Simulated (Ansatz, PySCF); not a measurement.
nitrogen trifluoride (F₃N), SMILES FN(F)F. Atoms are numbered in the order given.

```xyz
4

F      1.0709     0.6183    -0.1265
N      0.0000     0.0000     0.4814
F     -1.0709     0.6183    -0.1265
F      0.0000    -1.2366    -0.1265
```
Charge 0, spin multiplicity 1.

Geometry optimised at B3LYP-D3(BJ)/def2-TZVP.

Two levels are set side by side: PBE-D3(BJ)/def2-TZVP (Ansatz, an electronic-structure program) and B3LYP-D3(BJ)/def2-TZVP (Ansatz). Each level has its own optimised geometry; the coordinates shown are those of the second. Frequencies come from the Hessian of PySCF at each geometry. Differences are taken from unrounded values.

```json
[
 {"quantity": "mean bond length (Å)", "B3LYP-D3(BJ)": "1.378"},
 {"quantity": "bond F1–N2 (Å)", "B3LYP-D3(BJ)": "1.378"},
 {"quantity": "bond N2–F3 (Å)", "B3LYP-D3(BJ)": "1.378"},
 {"quantity": "bond N2–F4 (Å)", "B3LYP-D3(BJ)": "1.378"},
 {"quantity": "highest harmonic wavenumber (cm⁻¹)", "B3LYP-D3(BJ)": "1047"},
 {"quantity": "mean harmonic wavenumber (cm⁻¹)", "B3LYP-D3(BJ)": "743"},
 {"quantity": "zero-point energy (kcal/mol)", "B3LYP-D3(BJ)": "6.37"}
]
```

What does PBE-D3(BJ) give, and how far is it from B3LYP-D3(BJ)? (The exact figures need the calculation; the answer reports its results.)


| quantity | PBE-D3(BJ) | PBE-D3(BJ) minus B3LYP-D3(BJ) |
|---|---|---|
| mean bond length (Å) | 1.400 | 0.022 |
| bond F1–N2 (Å) | 1.400 | 0.022 |
| bond N2–F3 (Å) | 1.400 | 0.022 |
| bond N2–F4 (Å) | 1.400 | 0.022 |
| highest harmonic wavenumber (cm⁻¹) | 1005 | -42 |
| mean harmonic wavenumber (cm⁻¹) | 688 | -55 |
| zero-point energy (kcal/mol) | 5.90 | -0.47 |

GGA bonds tend to be longer and softer than those of functionals with exact exchange. Differences between two approximate levels are no errors against the true value.
